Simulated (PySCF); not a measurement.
Which functional comes closest?

Molecule: `InChI=1S/C5H8/c1-2-5-3-4-5/h2,5H,1,3-4H2`.

Atoms are numbered as in `[CH2:1]=[CH:2][CH:3]1[CH2:4][CH2:5]1`; H(Xn) means a hydrogen on atom n. Ha(C4), Ha(C5) are cis to C2 on the ring; Ha(C1) is cis to C3; Hb(C4), Hb(C5) are trans to C2 on the ring; Hb(C1) is trans to C3.

Geometry PBE0-D3(BJ)/def2-SVP throughout; GIAO in PySCF 2.14, gas phase, one conformer, non-relativistic; equivalent atoms averaged; basis pcSseg-2.

Reference values (measured; solution, not stated per compound (mostly CDCl3 or CCl4); Pretsch, Buehlmann, Badertscher, Structure Determination of Organic Compounds, 4th ed. (2009)): δ(C3) = 14.7 ppm, δ(C4/C5) = 6.6 ppm, δ(H(C2)) = 5.32 ppm, δ(Hb(C1)) = 4.84 ppm, δ(Ha(C1)) = 5.04 ppm, δ(H(C3)) = 1.35 ppm. Computed shifts are taken against TMS, calculated as an isolated molecule at each level.

Problem. How do the functionals HF, LDA, PBE, BLYP, BP86, OPBE, KT2, KT3, B97-D, B3LYP, PBE0, mPW1PW91, WP04, B97-2, BHandHLYP, CAM-B3LYP, wB97X-D, LC-wPBE perform against the reference? Times are CPU seconds on 1 thread of an x86-64 server CPU, shared host.

Solution. 
```tsv
functional	kind	C3	C4/C5	H(C2)	Hb(C1)	Ha(C1)	H(C3)	mean abs. error C	mean abs. error H	core-s
HF	Hartree–Fock	9.7	3.9	6.50	5.09	5.09	0.98	3.8	0.46	13
LDA	LDA	20.5	7.9	6.88	5.24	5.23	1.57	3.6	0.59	26
PBE	GGA	19.2	7.9	6.74	5.12	5.12	1.46	2.9	0.47	34
BLYP	GGA	19.2	7.9	6.66	5.02	5.03	1.41	2.9	0.40	36
BP86	GGA	19.3	8.1	6.70	5.10	5.11	1.44	3.1	0.45	32
OPBE	GGA	18.8	8.3	6.72	5.19	5.15	1.47	2.9	0.50	35
KT2	GGA	17.0	6.4	6.58	4.93	4.97	1.41	1.2	0.37	37
KT3	GGA	17.0	6.9	6.53	4.93	4.94	1.39	1.3	0.36	42
B97-D	GGA	18.5	7.9	6.62	5.02	5.04	1.40	2.6	0.38	34
B3LYP	global hybrid	17.3	7.1	6.62	5.07	5.07	1.32	1.6	0.40	26
PBE0	global hybrid	16.8	7.0	6.69	5.17	5.15	1.34	1.3	0.46	64
mPW1PW91	global hybrid	16.9	7.1	6.65	5.16	5.14	1.32	1.3	0.45	24
WP04	global hybrid	18.3	8.6	6.22	4.90	4.85	1.27	2.8	0.31	47
B97-2	global hybrid	16.8	7.2	6.61	5.11	5.10	1.32	1.4	0.41	50
BHandHLYP	global hybrid	14.4	5.8	6.57	5.10	5.09	1.19	0.5	0.43	46
CAM-B3LYP	range-separated hybrid	16.0	6.5	6.65	5.15	5.15	1.28	0.7	0.46	64
wB97X-D	range-separated hybrid	16.3	7.2	6.64	5.19	5.18	1.27	1.1	0.47	62
LC-wPBE	range-separated hybrid	15.6	7.0	6.68	5.32	5.29	1.27	0.7	0.54	79
```

For $^{13}$C the closest is BHandHLYP (0.5 ppm, with LC-wPBE, CAM-B3LYP practically level) and the furthest HF (3.8 ppm).

For $^{1}$H the closest is WP04 (0.31 ppm) and the furthest LDA (0.59 ppm). One molecule is a small sample, and vibrational and solvent effects are absent from the calculation.
